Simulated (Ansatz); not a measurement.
C$_{2}$Cl$_{3}$N, SMILES `N#CC(Cl)(Cl)Cl`, one more setting.

```yaml
crystal:
  periodic: [false, false, false]
  atoms:
    - {symbol: N, position_ang: [1.287027, -1.465109, 1.041867]}
    - {symbol: C, position_ang: [0.618542, -0.703800, 0.500926]}
    - {symbol: C, position_ang: [-0.228856, 0.260503, -0.185260]}
    - {symbol: Cl, position_ang: [-1.579377, -0.601025, -0.930918]}
    - {symbol: Cl, position_ang: [0.730893, 1.079314, -1.422498]}
    - {symbol: Cl, position_ang: [-0.828229, 1.430107, 0.995892]}
basis:
  gaussian: {orbitals: def2-TZVPP}
hamiltonian: {xc: {name: wB97}}
```

```sh
$ ansatz run in.yaml --threads 2 --pin off --events-out ev --progress --plain --max-ram 22528MiB --backend cpu
```

It prints (some lines left out):

```
Functional definition: wB97
1397 factors; their error is unknown
287 factors; integrals over basis functions are off by at most 3.2e-5 eV
mean field evaluation 1: about -41127.0473 eV, gradient 4.9e1 eV
mean field evaluation 2: about -41122.7646 eV, gradient 7.1e1 eV
mean field evaluation 4: about -41132.1090 eV, gradient 2.4e0 eV
mean field evaluation 8: about -41132.1320 eV, gradient 7.9e-2 eV
mean field evaluation 16: about -41132.0951 eV, gradient 9.5e-5 eV
mean field -41132.09511833 eV, -1511.5766152633 hartree, gradient 3.2e-5 eV, S^2 0.000000; 0 other end points of the search recorded, 0 dependent functions left out
reference -41132.09510976 eV, -1511.5766149481 hartree; 35, 35 occupied and 184, 184 virtual orbitals, 1397 factors
Total energy: -41132.09510976 eV, -1511.5766149481 hartree
```

Run time 6.5 s (2 threads of an AMD EPYC 7R13 on a shared host); peak host memory 0.48 GiB.
